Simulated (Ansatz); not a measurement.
**CH₄AlCl: a reaction over two bond lengths**

Aim: map the energy of CH4AlCl over two coordinates, and find its wells, ridges and stiffness.

The runs use Ansatz 0.2.0; RKS SPW92 (LDA)/def2-SVP.

### Step 1. Reference run: CH4AlCl, relaxed

The input, input.yaml:

```yaml
crystal:
  periodic: [false, false, false]
  atoms:
    - { symbol: Al, position_ang: [-0.484915, 0.942519, -0.262279] }
    - { symbol: H, position_ang: [1.427817, 0.514953, -0.666238] }
    - { symbol: C, position_ang: [-0.023398, -0.685529, 0.62915] }
    - { symbol: H, position_ang: [0.959645, -0.264139, -0.269872] }
    - { symbol: Cl, position_ang: [-1.878133, 1.593802, -1.720966] }
    - { symbol: H, position_ang: [-0.60416, -1.622208, 0.763306] }
    - { symbol: H, position_ang: [0.603144, -0.479498, 1.526799] }
basis:
  gaussian: { orbitals: def2-SVP }
hamiltonian:
  xc: lda
output:
  forces: true
relax:
  f_tol: 0.02
  max_steps: 120
  constraints: [{ distance: [1, 3] }, { distance: [0, 1] }, { distance: [2, 3] }]
  escape_saddle: false
```

Command:

```
ansatz run input.yaml --threads 1 --pin off --max-ram 2560MiB --backend cpu --events-out ev --progress --plain --runs-dir out
```

The program printed, shortened:

```text
Warning: RAYON_NUM_THREADS=1 ignored (pool sized by the plan → 1); use --threads N
[...]
Functional definition: SPW92
[...]
778 factors; their error is unknown
[...]
mean field -20133.74496750 eV, -739.9014804133 hartree, gradient 5.5e-5 eV, S^2 0.000000; 0 other end points of the search recorded, 0 dependent functions left out
[...]
reference -20133.74500051 eV, -739.9014816261 hartree; 20, 20 occupied and 50, 50 virtual orbitals, 778 factors
relax step   1: F+E_penalty+E_count = -20133.74496750 eV  Δ(F+E_penalty+E_count) = +0.000e0 eV  max|allowed force component| = 2.498e-1 eV/Å  Δτ_max = 0.0000 Å  (26 SCF iters, accepted)
[...]
relax step   3: F+E_penalty+E_count = -20133.75437625 eV  Δ(F+E_penalty+E_count) = -1.777e-3 eV  max|allowed force component| = 2.657e-2 eV/Å  Δτ_max = 0.0146 Å  (29 SCF iters, accepted)
[...]
relax step   4: F+E_penalty+E_count = -20133.75458810 eV  Δ(F+E_penalty+E_count) = -2.118e-4 eV  max|allowed force component| = 1.751e-2 eV/Å  Δτ_max = 0.0070 Å  (30 SCF iters, accepted)
  distance H 1 - H 3 held at 0.991602 Å   reaction = -1.9932e0 eV/Å
  distance Al 0 - H 1 held at 2.001134 Å   reaction = +1.2852e0 eV/Å
  distance C 2 - H 3 held at 1.397206 Å   reaction = +3.7191e-2 eV/Å
778 factors; their error is unknown
mean field -20133.75458810 eV, -739.9018339636 hartree, gradient 1.9e-5 eV, S^2 0.000000; 1 other end points of the search recorded, 0 dependent functions left out
[...]
reference -20133.75462098 eV, -739.9018351720 hartree; 20, 20 occupied and 50, 50 virtual orbitals, 778 factors
Total energy: -20133.75462098 eV, -739.9018351720 hartree
Atom 0 at    -0.490343     0.920587    -0.262351 Å, force     1.231060    -0.252800    -0.250348 eV/Å
Atom 1 at     1.430530     0.521364    -0.656567 Å, force    -0.282896     1.825718    -0.516718 eV/Å
Atom 2 at    -0.032867    -0.685444     0.618391 Å, force     0.024544    -0.006182    -0.029496 eV/Å
Atom 3 at     0.955672    -0.259892    -0.272608 Å, force    -0.977570    -1.584537     0.802249 eV/Å
Atom 4 at    -1.857819     1.586855    -1.702981 Å, force    -0.003914     0.008716    -0.007856 eV/Å
Atom 5 at    -0.612416    -1.622012     0.771326 Å, force     0.005972     0.004165     0.005914 eV/Å
Atom 6 at     0.607243    -0.461557     1.504690 Å, force     0.002804     0.004920    -0.003744 eV/Å
Dipole moment:    -0.029401    -0.038580     0.225103 e Å
```

It took 6 s on 1 thread of Arm Neoverse V1, shared host; peak memory 0.13 GiB.

The steps of the relaxation:

| step | energy from step 1 (eV) | largest force component (eV/Å) |
| --- | --- | --- |
| 1 | 0.0000 | 0.2498 |
| 2 | -0.0076 | 0.1386 |
| 3 | -0.0094 | 0.0266 |
| 4 | -0.0096 | 0.0175 |

Close pairs (by a distance rule), those that changed most:

| bond | before (Å) | after (Å) | change (Å) |
| --- | --- | --- | --- |
| Al1–C3 | 1.913 | 1.888 | -0.025 |
| Al1–Cl5 | 2.120 | 2.095 | -0.025 |
| Al1–H4 | 1.882 | 1.867 | -0.016 |
| C3–H7 | 1.114 | 1.116 | +0.002 |
| C3–H6 | 1.110 | 1.112 | +0.002 |

### Step 2. Plan of the scan

First coordinate, distance H2–H4 (bond that forms): 13 values from 0.666 to 2.466 Å. Second coordinate, distance C3–H4 (bond that breaks): 13 values from 0.963 to 2.163 Å.

Relaxed at each point: all other coordinates. Energies count from a guessed transition structure relaxed with its forming and breaking bonds held. Points are written as (first, second).

Below, 3 of the grid's runs; all are launched alike.

### Step 3. Grid point (2.466 Å, 0.963 Å)

The input, input.yaml:

```yaml
crystal:
  periodic: [false, false, false]
  atoms:
    - { symbol: Al, position_ang: [-0.16654, 0.67853, -0.685856] }
    - { symbol: H, position_ang: [1.226163, 0.892886, -1.408972] }
    - { symbol: C, position_ang: [0.151265, -0.645242, 0.65372] }
    - { symbol: H, position_ang: [1.079813, -0.752447, 0.422043] }
    - { symbol: Cl, position_ang: [-1.901718, 1.722697, -1.22991] }
    - { symbol: H, position_ang: [-0.415653, -1.592557, 0.546863] }
    - { symbol: H, position_ang: [0.026674, -0.303968, 1.702018] }
basis:
  gaussian: { orbitals: def2-SVP }
hamiltonian:
  xc: lda
output:
  forces: true
relax:
  f_tol: 0.02
  max_steps: 50
  escape_saddle: false
  constraints: [{ distance: [1, 3] }, { distance: [2, 3] }]
scf:
  lower_state_search: "off"
```

Command:

```
ansatz run input.yaml --threads 1 --pin off --max-ram 2560MiB --backend cpu --events-out ev --progress --plain --runs-dir out
```

The program printed, shortened:

```text
Warning: RAYON_NUM_THREADS=1 ignored (pool sized by the plan → 1); use --threads N
[...]
Functional definition: SPW92
[...]
778 factors; their error is unknown
[...]
mean field -20135.93350036 eV, -739.9819075124 hartree, gradient 2.6e-6 eV, S^2 0.000000; 0 other end points of the search recorded, 0 dependent functions left out
[...]
reference -20135.93353297 eV, -739.9819087106 hartree; 20, 20 occupied and 50, 50 virtual orbitals, 778 factors
relax step   1: F+E_penalty+E_count = -20135.93350036 eV  Δ(F+E_penalty+E_count) = +0.000e0 eV  max|allowed force component| = 7.539e-2 eV/Å  Δτ_max = 0.0000 Å  (16 SCF iters, accepted)
[...]
relax step   2: F+E_penalty+E_count = -20135.93455556 eV  Δ(F+E_penalty+E_count) = -1.055e-3 eV  max|allowed force component| = 3.134e-2 eV/Å  Δτ_max = 0.0054 Å  (20 SCF iters, accepted)
[...]
  distance H 1 - H 3 held at 2.466000 Å   reaction = -5.8788e-1 eV/Å
  distance C 2 - H 3 held at 0.963000 Å   reaction = -7.4414e0 eV/Å
Total energy: -20135.93484208 eV, -739.9819568195 hartree
Atom 0 at    -0.163780     0.679843    -0.689504 Å, force     0.000174    -0.004967     0.004079 eV/Å
Atom 1 at     1.228929     0.888513    -1.409738 Å, force     0.038891     0.391829    -0.440364 eV/Å
Atom 2 at     0.143244    -0.641873     0.653745 Å, force    -7.182967     0.843293     1.753528 eV/Å
Atom 3 at     1.072762    -0.750108     0.426478 Å, force     7.144464    -1.225535    -1.321027 eV/Å
Atom 4 at    -1.902668     1.721529    -1.224751 Å, force     0.001364     0.000097     0.000186 eV/Å
Atom 5 at    -0.408925    -1.596678     0.540513 Å, force     0.000009    -0.002090     0.001660 eV/Å
Atom 6 at     0.030442    -0.301328     1.703163 Å, force    -0.001935    -0.002627     0.001939 eV/Å
Dipole moment:     0.101219    -0.189619     0.174450 e Å
Checks for a lower state left out: stability, starts, cluster_reference, orbital_swaps, neighbouring_geometries, increment
```

It took 2.9 s on 1 thread of Arm Neoverse V1, shared host; peak memory 0.11 GiB.

Relaxation path:

| step | energy from step 1 (eV) | largest force component (eV/Å) |
| --- | --- | --- |
| 1 | 0.0000 | 0.0754 |
| 2 | -0.0011 | 0.0313 |
| 3 | -0.0013 | 0.0069 |

Distances of close pairs at the start and the end, largest changes first:

| bond | before (Å) | after (Å) | change (Å) |
| --- | --- | --- | --- |
| Al1–H2 | 1.584 | 1.582 | -0.002 |
| Al1–C3 | 1.910 | 1.909 | -0.001 |
| Al1–Cl5 | 2.097 | 2.097 | -0.000 |
| C3–H7 | 1.109 | 1.109 | -0.000 |
| C3–H6 | 1.109 | 1.109 | -0.000 |
| C3–H4 | 0.963 | 0.963 | +0.000 |

On the map this point reads −210 kJ/mol.

### Step 4. Point (2.466 Å, 1.091 Å)

The input, input.yaml:

```yaml
crystal:
  periodic: [false, false, false]
  atoms:
    - { symbol: Al, position_ang: [-0.171048, 0.680022, -0.68291] }
    - { symbol: H, position_ang: [1.218451, 0.908819, -1.41349] }
    - { symbol: C, position_ang: [0.114335, -0.643135, 0.664249] }
    - { symbol: H, position_ang: [1.164437, -0.766485, 0.395265] }
    - { symbol: Cl, position_ang: [-1.899886, 1.728294, -1.245022] }
    - { symbol: H, position_ang: [-0.440535, -1.599041, 0.5637] }
    - { symbol: H, position_ang: [0.014248, -0.308575, 1.718113] }
basis:
  gaussian: { orbitals: def2-SVP }
hamiltonian:
  xc: lda
output:
  forces: true
relax:
  f_tol: 0.02
  max_steps: 50
  escape_saddle: false
  constraints: [{ distance: [1, 3] }, { distance: [2, 3] }]
scf:
  lower_state_search: "off"
```

Command:

```
ansatz run input.yaml --threads 1 --pin off --max-ram 2560MiB --backend cpu --events-out ev --progress --plain --runs-dir out
```

The program printed, shortened:

```text
Warning: RAYON_NUM_THREADS=1 ignored (pool sized by the plan → 1); use --threads N
[...]
Functional definition: SPW92
[...]
778 factors; their error is unknown
[...]
mean field -20136.41170270 eV, -739.9994811241 hartree, gradient 2.2e-6 eV, S^2 0.000000; 0 other end points of the search recorded, 0 dependent functions left out
[...]
reference -20136.41173533 eV, -739.9994823235 hartree; 20, 20 occupied and 50, 50 virtual orbitals, 778 factors
relax step   1: F+E_penalty+E_count = -20136.41170270 eV  Δ(F+E_penalty+E_count) = +0.000e0 eV  max|allowed force component| = 8.618e-2 eV/Å  Δτ_max = 0.0000 Å  (16 SCF iters, accepted)
[...]
relax step   2: F+E_penalty+E_count = -20136.41376612 eV  Δ(F+E_penalty+E_count) = -2.063e-3 eV  max|allowed force component| = 2.807e-2 eV/Å  Δτ_max = 0.0079 Å  (20 SCF iters, accepted)
[...]
  distance H 1 - H 3 held at 2.466000 Å   reaction = -5.3537e-1 eV/Å
  distance C 2 - H 3 held at 1.091000 Å   reaction = -8.2816e-1 eV/Å
Total energy: -20136.41403236 eV, -739.9995667377 hartree
Atom 0 at    -0.168056     0.682607    -0.688183 Å, force     0.000974    -0.003263     0.001258 eV/Å
Atom 1 at     1.222887     0.902253    -1.412772 Å, force     0.015071     0.362432    -0.395381 eV/Å
Atom 2 at     0.104631    -0.638950     0.663886 Å, force    -0.798606     0.097943     0.200884 eV/Å
Atom 3 at     1.156218    -0.765668     0.402373 Å, force     0.782488    -0.457415     0.194676 eV/Å
Atom 4 at    -1.902822     1.725891    -1.237382 Å, force    -0.000236     0.000837     0.000298 eV/Å
Atom 5 at    -0.432791    -1.603324     0.553745 Å, force     0.001331     0.000797    -0.000424 eV/Å
Atom 6 at     0.019935    -0.302911     1.718239 Å, force    -0.001022    -0.001330    -0.001311 eV/Å
Dipole moment:     0.116109    -0.199119     0.180971 e Å
Checks for a lower state left out: stability, starts, cluster_reference, orbital_swaps, neighbouring_geometries, increment
```

Run time: 2.9 s. Hardware: 1 thread of Arm Neoverse V1, shared host; peak memory 0.12 GiB.

On the map this point reads −257 kJ/mol.

### Step 5. Point (0.858 Å, 2.039 Å)

The input, input.yaml:

```yaml
crystal:
  periodic: [false, false, false]
  atoms:
    - { symbol: Al, position_ang: [-0.527361, 0.72847, -0.187829] }
    - { symbol: H, position_ang: [1.268696, 0.83615, -0.66778] }
    - { symbol: C, position_ang: [-0.178683, -0.798937, 0.76067] }
    - { symbol: H, position_ang: [1.132503, -0.006925, -0.585075] }
    - { symbol: Cl, position_ang: [-1.588173, 1.532986, -1.801854] }
    - { symbol: H, position_ang: [-0.851979, -1.606772, 1.110391] }
    - { symbol: H, position_ang: [0.745, -0.685066, 1.371376] }
basis:
  gaussian: { orbitals: def2-SVP }
hamiltonian:
  xc: lda
output:
  forces: true
relax:
  f_tol: 0.02
  max_steps: 50
  escape_saddle: false
  constraints: [{ distance: [1, 3] }, { distance: [2, 3] }]
scf:
  lower_state_search: "off"
```

Command:

```
ansatz run input.yaml --threads 1 --pin off --max-ram 2560MiB --backend cpu --events-out ev --progress --plain --runs-dir out
```

The program printed, shortened:

```text
Warning: RAYON_NUM_THREADS=1 ignored (pool sized by the plan → 1); use --threads N
[...]
Functional definition: SPW92
[...]
778 factors; their error is unknown
[...]
mean field -20133.66676474 eV, -739.8986065145 hartree, gradient 2.9e-6 eV, S^2 0.000000; 0 other end points of the search recorded, 0 dependent functions left out
[...]
reference -20133.66679636 eV, -739.8986076765 hartree; 20, 20 occupied and 50, 50 virtual orbitals, 778 factors
relax step   1: F+E_penalty+E_count = -20133.66676474 eV  Δ(F+E_penalty+E_count) = +0.000e0 eV  max|allowed force component| = 1.828e-1 eV/Å  Δτ_max = 0.0000 Å  (18 SCF iters, accepted)
[...]
relax step   5: F+E_penalty+E_count = -20133.68102227 eV  Δ(F+E_penalty+E_count) = -3.725e-3 eV  max|allowed force component| = 5.911e-2 eV/Å  Δτ_max = 0.0312 Å  (20 SCF iters, accepted)
[...]
  distance H 1 - H 3 held at 0.858000 Å   reaction = -3.5550e-1 eV/Å
  distance C 2 - H 3 held at 2.039000 Å   reaction = +5.0737e-2 eV/Å
Total energy: -20133.68129240 eV, -739.8991403964 hartree
Atom 0 at    -0.538356     0.697449    -0.193566 Å, force     0.000024    -0.006069     0.004951 eV/Å
Atom 1 at     1.268041     0.867140    -0.669422 Å, force     0.070317     0.348705    -0.030566 eV/Å
Atom 2 at    -0.166257    -0.823487     0.743029 Å, force     0.037927     0.021064    -0.026494 eV/Å
Atom 3 at     1.124204     0.025199    -0.588121 Å, force    -0.099807    -0.367703     0.061419 eV/Å
Atom 4 at    -1.568744     1.532805    -1.810756 Å, force    -0.003617     0.000065    -0.003068 eV/Å
Atom 5 at    -0.871133    -1.571612     1.155489 Å, force    -0.002850     0.002338    -0.005049 eV/Å
Atom 6 at     0.752248    -0.727588     1.363246 Å, force    -0.001994     0.001600    -0.001193 eV/Å
Dipole moment:     0.212588     0.099563     0.046958 e Å
Checks for a lower state left out: stability, starts, cluster_reference, orbital_swaps, neighbouring_geometries, increment
```

Wall time 6.6 s (1 thread of Arm Neoverse V1, shared host); peak memory 0.12 GiB.

Relaxation path: (the energy doesn't fall at every step)

| step | energy from step 1 (eV) | largest force component (eV/Å) |
| --- | --- | --- |
| 1 | 0.0000 | 0.1828 |
| 2 | 0.0399 | 0.6768 |
| 3 | -0.0075 | 0.2556 |
| 4 | -0.0105 | 0.1054 |
| 5 | -0.0143 | 0.0591 |
| 6 | -0.0145 | 0.0107 |

Distances of close pairs at the start and the end, largest changes first:

| bond | before (Å) | after (Å) | change (Å) |
| --- | --- | --- | --- |
| Al1–H4 | 1.858 | 1.836 | -0.022 |
| Al1–H2 | 1.862 | 1.876 | +0.014 |
| Al1–C3 | 1.831 | 1.825 | -0.007 |
| C3–H7 | 1.113 | 1.112 | -0.001 |
| C3–H6 | 1.108 | 1.108 | -0.001 |
| Al1–Cl5 | 2.092 | 2.092 | -0.001 |

Energy on the map's scale: 7 kJ/mol.

### Step 6. The map

169 points were computed. Energies in kJ/mol, from a guessed transition structure relaxed with its forming and breaking bonds held:

| distance C3–H4 (bond that breaks) (Å) ↓, distance H2–H4 (bond that forms) (Å) → | 0.666 | 0.747 | 0.858 | 0.984 | 1.122 | 1.269 | 1.423 | 1.584 | 1.750 | 1.922 | 2.099 | 2.280 | 2.466 |
| --- | --- | --- | --- | --- | --- | --- | --- | --- | --- | --- | --- | --- | --- |
| 2.163 | 55 | 20 | 8 | 15 | 28 | 39 | 45 | 46 | 43 | 37 | 31 | 25 | 20 |
| 2.039 | 59 | 23 | 7 | 10 | 20 | 27 | 30 | 28 | 24 | 17 | 9 | 2 | −4 |
| 1.918 | 66 | 27 | 7 | 5 | 10 | 13 | 12 | 8 | 1 | −7 | −16 | −24 | −30 |
| 1.801 | 76 | 33 | 7 | −1 | −2 | −4 | −8 | −16 | −25 | −35 | −44 | −53 | −59 |
| 1.686 | 89 | 41 | 8 | −7 | −15 | −23 | −32 | −43 | −54 | −66 | −76 | −85 | −92 |
| 1.575 | 106 | 52 | 11 | −14 | −30 | −44 | −58 | −72 | −86 | −99 | −110 | −120 | −127 |
| 1.468 | 126 | 64 | 14 | −20 | −45 | −66 | −85 | −103 | −119 | −134 | −146 | −156 | −164 |
| 1.365 | 150 | 80 | 19 | −24 | −58 | −86 | −111 | −133 | −152 | −168 | −181 | −192 | −201 |
| 1.267 | 177 | 99 | 29 | −24 | −67 | −102 | −132 | −158 | −179 | −197 | −211 | −223 | −233 |
| 1.175 | 209 | 125 | 46 | −17 | −67 | −109 | −144 | −172 | −195 | −214 | −230 | −243 | −253 |
| 1.091 | 247 | 160 | 73 | 3 | −54 | −101 | −139 | −170 | −195 | −215 | −232 | −246 | −257 |
| 1.017 | 295 | 205 | 115 | 39 | −23 | −74 | −115 | −148 | −175 | −196 | −214 | −228 | −240 |
| 0.963 | 343 | 253 | 161 | 82 | 16 | −37 | −80 | −115 | −143 | −165 | −184 | −198 | −210 |

On the same grid, dipole moment (D):

```csv
"distance C3–H4 (bond that breaks) (Å) ↓, distance H2–H4 (bond that forms) (Å) →",0.666,0.747,0.858,0.984,1.122,1.269,1.423,1.584,1.750,1.922,2.099,2.280,2.466
2.163,1.24,1.27,1.27,1.25,1.25,1.35,1.55,1.82,2.09,2.35,2.58,2.78,2.92
2.039,1.12,1.13,1.15,1.15,1.20,1.33,1.51,1.75,2.00,2.23,2.43,2.58,2.70
1.918,1.01,1.01,1.05,1.09,1.17,1.30,1.48,1.68,1.90,2.09,2.26,2.39,2.48
1.801,0.93,0.96,1.01,1.05,1.16,1.28,1.44,1.62,1.79,1.95,2.09,2.19,2.27
1.686,0.87,0.93,0.98,1.05,1.14,1.27,1.40,1.55,1.69,1.82,1.92,2.01,2.07
1.575,0.88,0.94,1.00,1.06,1.14,1.24,1.34,1.46,1.58,1.68,1.77,1.83,1.88
1.468,0.97,1.00,1.04,1.07,1.13,1.18,1.27,1.36,1.46,1.55,1.62,1.67,1.72
1.365,1.11,1.11,1.11,1.11,1.09,1.12,1.16,1.23,1.33,1.41,1.48,1.53,1.58
1.267,1.32,1.24,1.16,1.09,1.03,1.01,1.04,1.13,1.22,1.30,1.38,1.45,1.51
1.175,1.59,1.36,1.18,1.06,0.97,0.94,0.99,1.07,1.14,1.23,1.31,1.39,1.46
1.091,1.85,1.48,1.19,1.01,0.94,0.93,0.95,1.01,1.08,1.16,1.24,1.33,1.41
1.017,2.08,1.59,1.21,1.01,0.92,0.90,0.92,0.96,1.03,1.10,1.19,1.28,1.36
0.963,2.28,1.67,1.23,1.00,0.92,0.89,0.91,0.94,0.99,1.07,1.15,1.24,1.33
```

### Step 7. Results

```
               quantity                                                                               value
           lowest point                                                     (2.466 Å, 1.091 Å), −257 kJ/mol
 highest computed point                                     (0.666 Å, 0.963 Å), 600 kJ/mol above the lowest
      dipole moment (D)  0.87 at (0.666 Å, 1.686 Å) to 2.92 at (2.466 Å, 2.163 Å); 1.41 at the lowest point
time for the whole task                                                     19 min on 1 thread, shared host
```

The lowest computed point is at (2.466 Å, 1.091 Å), −257 kJ/mol from a guessed transition structure relaxed with its forming and breaking bonds held. It lies at the edge of the scanned range, so the true minimum may lie outside. The highest computed point, (0.666 Å, 0.963 Å), lies 600 kJ/mol above the lowest. The reference is spin-restricted, so regions with a bond pulled apart lie too high.
